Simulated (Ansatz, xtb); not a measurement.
## Relative energy of two isomers of C4H4FN

Structure I is `C/C(F)=C/C#N`, a singlet and structure II is `C/C(C#N)=C\F`, a singlet. Both are isolated molecules in the gas phase, relaxed with B3LYP/def2-SVP.

I (Å):

```xyz
10

C     0.1176   -0.2678    0.6157
C    -0.4855   -1.0746   -0.4784
C    -1.1266   -0.6166   -1.5701
C    -1.6749   -1.4685   -2.5722
F    -0.3429   -2.3893   -0.3020
N    -2.1314   -2.1376   -3.4049
H    -0.0182    0.8072    0.4419
H     1.1952   -0.4885    0.6959
H    -0.3417   -0.5398    1.5808
H    -1.2369    0.4617   -1.7034
```

II (Å):

```xyz
10

C    -0.8645   -0.8691    0.5538
C    -0.4320   -0.7144   -0.8834
C     0.9380   -0.3902   -1.1599
C    -1.2575   -0.8627   -1.9344
F    -2.5425   -1.1629   -1.7767
N     2.0541   -0.1281   -1.3473
H    -0.6830    0.0603    1.1167
H    -0.2922   -1.6704    1.0479
H    -1.9333   -1.1127    0.6086
H    -0.9621   -0.7544   -2.9814
```

Quicker runs give these differences E(II) − E(I): GFN2-xTB +0.069 eV; HF/STO-3G +0.121 eV (at GFN2-xTB geometries); r2SCAN-D4/def2-SVP +0.198 eV (at GFN2-xTB geometries).

Problem. Estimate E(II) − E(I) at the level CCSD(T)/def2-SVP + ΔMP2/def2-TZVPP.

Solution. Calculated at CCSD(T)/def2-SVP + ΔMP2/def2-TZVPP: E(II) − E(I) = +0.135 eV, so structure I lies lower.

The same difference at several levels:

```json
{"level": "GFN2-xTB", "geometry": "GFN2-xTB", "E(II) − E(I) (eV)": "+0.069", "departure from the last row (eV)": "−0.066", "job, with rough time for the two": "optimisation, 0.12 s"}
{"level": "HF/STO-3G", "geometry": "GFN2-xTB", "E(II) − E(I) (eV)": "+0.121", "departure from the last row (eV)": "−0.014", "job, with rough time for the two": "single point, 0.32 s"}
{"level": "r2SCAN-D4/def2-SVP", "geometry": "GFN2-xTB", "E(II) − E(I) (eV)": "+0.198", "departure from the last row (eV)": "+0.063", "job, with rough time for the two": "single point, 2.5 s"}
{"level": "B3LYP/def2-SVP", "geometry": "B3LYP/def2-SVP", "E(II) − E(I) (eV)": "+0.190", "departure from the last row (eV)": "+0.055", "job, with rough time for the two": "optimisation, 28 s"}
{"level": "HF/def2-SVP", "geometry": "B3LYP/def2-SVP", "E(II) − E(I) (eV)": "+0.175", "departure from the last row (eV)": "+0.040", "job, with rough time for the two": "part of the CCSD(T) run"}
{"level": "MP2/def2-SVP", "geometry": "B3LYP/def2-SVP", "E(II) − E(I) (eV)": "+0.133", "departure from the last row (eV)": "−0.001", "job, with rough time for the two": "part of the CCSD(T) run"}
{"level": "CCSD(T)/def2-SVP", "geometry": "B3LYP/def2-SVP", "E(II) − E(I) (eV)": "+0.129", "departure from the last row (eV)": "−0.006", "job, with rough time for the two": "single point"}
{"level": "CCSD(T)/def2-SVP + ΔMP2/def2-TZVPP", "geometry": "B3LYP/def2-SVP", "E(II) − E(I) (eV)": "+0.135", "departure from the last row (eV)": "", "job, with rough time for the two": "single point, 39 s"}
```

As drawn, both hold the same kinds of bond in the same numbers.

None of the levels shown reverses the order. The largest departure from CCSD(T)/def2-SVP + ΔMP2/def2-TZVPP is that of GFN2-xTB, 0.066 eV. The last row adds to CCSD(T) the change of the MP2 difference between the two basis sets, here +0.006 eV.

With harmonic frequencies from B3LYP/def2-SVP (ideal gas, rigid rotor, one conformer each, 298.15 K, 1 atm): on the last row, ΔE + ΔZPE = +0.139, ΔH = +0.142, ΔG = +0.134 eV.

The correlated steps freeze 6 core orbitals. Programs: Ansatz 0.2.0, xtb 6.7.1; the last row on 2 threads of Intel(R) Xeon(R) Platinum 8488C (Sapphire Rapids) on a shared host.
